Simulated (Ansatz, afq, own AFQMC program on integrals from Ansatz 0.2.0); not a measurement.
## AlClO, singlet: AFQMC among the cluster methods

```xyz
3

O     0.1100    1.7339    0.2517
Al    0.0097    0.1537    0.0223
Cl   -0.1197   -1.8876   -0.2740
```

Connectivity, by distances: O–Al–Cl.

Basis def2-TZVP. Only valence electrons are correlated. AFQMC by an in-house program on the Cholesky factors that Ansatz 0.2.0 writes for its CCSD(T) run. ph-AFQMC/CISD is guided by a CISD state made of CCSD amplitudes; releasing the constraint for a short imaginary time cuts its bias at the price of noise, slowly where states lie close. Free projection: walkers drawn from exp(T), propagated without any constraint. Its projection time is finite, and what remains of the start isn't in its error. Error bars are statistical, one sigma.

Determinant: RHF, the one that the program's search chose, which needn't be the lowest solution. The geometry is a PBE0/def2-SVP stationary point of this or a neighbouring charge and spin state.

No full CI on the walks' own integrals is used here; CCSDT(Q) serves as the reference and is uncertain by about the last step of the cluster series.

Cautions: higher spins were not checked; raised T1 diagnostic (T1 0.024, weight of the determinant 0.83, largest double 0.04).

* T1 diagnostic: 0.0240
* weight of the determinant in the CISD state: 0.829
* size of the correlated space: 16 electrons in 94 orbitals

```csv
level,correlation energy (eV)
MP2,-13.6747
CCSD,-13.8664
CCSD(T),-14.5510
```

Task: Estimate where phaseless AFQMC with the Hartree–Fock trial lies against CCSD(T) on the same integrals.

Result: 29.1 ± 3.1 kJ/mol below CCSD(T).

Reference: CCSDT(Q), correlation energy -14.627 eV. The released energy is read at 1.50 1/Eh (meV from the phaseless value at times in 1/Eh: -13 ± 11 at 0.24, -16 ± 7 at 0.51, -14 ± 10 at 0.99, 7 ± 13 at 1.50).

| level | E − E(reference) (kJ/mol) | share of correlation (%) |
| --- | --- | --- |
| CCSD(T) | 7.3 | 99.48 |
| CCSDT | 5.5 | 99.61 |
| ph-AFQMC/HF | -21.8 ± 3.1 | 101.54 |
| ph-AFQMC/CISD | 2.3 ± 0.9 | 99.84 |
| released AFQMC | 2.9 ± 1.2 | 99.79 |
| free AFQMC | 4.3 ± 2.3 | 99.69 |

Free projections are given only where their last times agree within the noise and don't stop above the reference; a slow remainder of the start can still hide under it. A walk keeps the symmetry of its determinant, which the program's search chose and which needn't be the lowest solution, so a lower state of the same spin and another symmetry isn't excluded. Released energies are given only where the last usable release times agree within the noise; a slower fall can still hide under it.
